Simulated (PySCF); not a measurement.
C₂H₆S, SMILES CSC.

Coordinates come from a TPSSh-D3(BJ)/def2-TZVP optimisation.

All values below come from M06-2X/def2-TZVPD run with PySCF.

Symmetry labels are those of the subgroup C2v that the program uses (full group C2v).

List the valence orbital energies around the gap with their symmetry. (An estimate is asked for; the answer gives what the named calculation found.)


```json
[
 {"orbital": "HOMO−7", "symmetry": "A1", "energy (eV)": "-18.42"},
 {"orbital": "HOMO−6", "symmetry": "A1", "energy (eV)": "-13.87"},
 {"orbital": "HOMO−5", "symmetry": "B2", "energy (eV)": "-13.84"},
 {"orbital": "HOMO−4", "symmetry": "B1", "energy (eV)": "-13.30"},
 {"orbital": "HOMO−3", "symmetry": "A2", "energy (eV)": "-12.89"},
 {"orbital": "HOMO−2", "symmetry": "B1", "energy (eV)": "-11.37"},
 {"orbital": "HOMO−1", "symmetry": "A1", "energy (eV)": "-10.01"},
 {"orbital": "HOMO", "symmetry": "B2", "energy (eV)": "-7.48"},
 {"orbital": "LUMO", "symmetry": "A1", "energy (eV)": "0.52"},
 {"orbital": "LUMO+1", "symmetry": "B1", "energy (eV)": "0.57"},
 {"orbital": "LUMO+2", "symmetry": "A1", "energy (eV)": "0.78"},
 {"orbital": "LUMO+3", "symmetry": "B2", "energy (eV)": "1.02"}
]
```
